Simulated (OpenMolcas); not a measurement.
**Potential curves of SiB⁺: spin-free states**

Computed with OpenMolcas 26.06: state-averaged CASSCF(6,8) over Si 3s 3p, B 2s 2p, XMS-CASPT2 (IPEA 0.25, imaginary shift 0.2 hartree), scalar X2C, ANO-RCC-VTZP, then RASSI spin–orbit state interaction with atomic mean-field integrals. C2 symmetry about the axis (a holds Σ, Δ, Γ; b holds Π, Φ, H; Σ⁺ and Σ⁻ are not told apart); roots by multiplicity and irrep: 3b 4, 3a 7, 1b 2, 1a 5, 5a 1.

XMS-CASPT2 energies in eV from the lowest point. Curves are followed by energy order within each symmetry, so they are adiabatic and may change character at avoided crossings; Σ⁺ and Σ⁻ are counted together.

```csv
R (Å),(1)3Π,(1)3Σ,(1)1Σ,(1)1Π,(1)1Δ
1.822,0.498,0.159,1.124,1.247,0.762
1.928,0.145,0.072,0.900,0.836,0.609
2.024,0.041,0.130,0.812,0.648,0.625
2.119,0.000,0.268,0.747,0.573,0.715
2.225,0.049,0.470,0.657,0.570,0.870
2.331,0.137,0.690,0.581,0.612,1.048
2.479,0.285,0.991,0.542,0.737,1.298
2.670,0.486,1.329,0.590,0.921,1.591
2.967,0.821,1.725,0.804,1.221,1.946
3.390,1.255,2.104,1.229,1.593,2.273
```

The 5 lowest clean curves are shown; the next is (2)1Σ, from 1.31 eV. Only roots inside an energy window near the equilibrium distance were included, so the list of states is not complete; labels number the states computed. Each spin and symmetry block has orbitals of its own, averaged over its own roots, so gaps between blocks are less sure than gaps within one and near the minimum can be off by tenths of an eV, in bad cases by more. No Rydberg orbitals are active, so Rydberg states, and σ→σ* states whose orbital the CASSCF left unused, can be missing between those listed. CASPT2 splits the two components of degenerate states numerically, here by up to 146 cm⁻¹. No roots were computed in block 5b (none fell in the window or the block failed), so states of that kind are missing and can lie low or lowest. The CASPT2 reference weights are uneven, so some states carry less reliable energies. Points that failed a check (symmetry, reference weights, a jump) are left out.
